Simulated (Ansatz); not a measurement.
CuH₂, doublet in def2-SVP: errors against RCCSDTQ

Geometry: a PBE0/def2-TZVP stationary point for this spin, not checked as a minimum.

```yaml
atoms:
  - { symbol: Cu, position_ang: [0.0000, 0.0000, 0.0000] }
  - { symbol: H, position_ang: [0.0000, 0.0000, -1.5314] }
  - { symbol: H, position_ang: [0.0000, 0.0000, 1.5314] }
```

Basis def2-SVP; Ansatz 0.2.0. Correlated methods freeze the noble-gas cores, which leaves 13 electrons in 32 orbitals. Prefix R: restricted or restricted open-shell reference; prefix U: unrestricted. Active spaces: valence = (13e, 8o) chosen from the atoms' valence shells. No spin–orbit coupling is included, and no scalar relativity. The metal's outer-core shells are frozen, which leaves out core–valence correlation.

Full CI isn't at hand for all of this; RCCSDTQ serves as the reference, and is uncertain by about the last step of the cluster series. The frozen core follows each run's orbitals, which can shift R against U totals by a few meV for light atoms and by up to 0.1 eV past Ca.

For open shells CISD is restricted-active-space CI with the open shells as a complete middle space.

The UHF ⟨S²⟩ is 0.761 and the T1 diagnostic (RCCSD) is 0.0648. The largest doubles amplitude (RCCSD) is 0.057.

| level | E − E(RCCSDTQ) (kJ/mol) | share of correlation (%) | wall time |
| --- | --- | --- | --- |
| RHF | 718.6 | 0.00 | – |
| RMP2 | 61.2 | 91.49 | – |
| CISD | 76.1 | 89.41 | 3.6 s |
| RCCSD | 20.6 | 97.13 | – |
| RCCSD(T) | -0.3 | 100.04 | 3.5 s |
| RCCSDT | -0.7 | 100.10 | – |
| RCCSDT(Q) | 0.3 | 99.95 | 18 s |
| CASSCF (valence space) | 685.3 | 4.63 | – |
| NEVPT2 (valence space) | 108.8 | 84.85 | 2 s |
| MRCISD (valence space) | 73.9 | 89.72 | – |
| MRCISD+Q (valence space) | 41.6 | 94.21 | 3 s |

The correlation energy at RCCSDTQ, counted from RHF, is -7.448 eV. That run took 3 min on 2 threads of AMD EPYC 7R13 with a shared H100 80 GB, shared host.

Run but not shown, since their state or frozen core can't be matched to the reference's or they repeat it: UHF, UMP2, UCCSD, UCCSD(T), UCCSDT, UCCSDT(Q).

Times hold each run's SCF and search for its determinant on a shared host, so for small cases they say little of a method's own cost; they ran on 1 thread of AMD EPYC 7R13.

Natural occupations of CASSCF (valence space) about the gap: 2.000 2.000 1.990 1.987 1.001 0.023; effectively unpaired electrons, Σ n²(2−n)², 1.00.

Atomization energy (electronic, same basis, no zero-point term; atoms at the same level, unrestricted beside the R rows where the molecule is a closed shell, but restricted open-shell past Ca, as are all atoms' steps beyond CCSDT(Q)) at RCCSDTQ: 348.4 kJ/mol. Errors of other levels:

| level | error (kJ/mol) |
| --- | --- |
| RHF | -31.6 |
| RMP2 | -116.9 |
| CISD | -24.2 |
| RCCSD | 4.7 |
| RCCSD(T) | -4.5 |
| RCCSDT | -2.0 |
| RCCSDT(Q) | 2.4 |
| CASSCF (valence space) | 1.7 |
| NEVPT2 (valence space) | -46.8 |
| MRCISD (valence space) | -21.9 |
| MRCISD+Q (valence space) | -17.8 |

This basis is far from its limit, so the value isn't to be set against a measured one. Truncated CI isn't size-consistent, which counts against it in atomization.
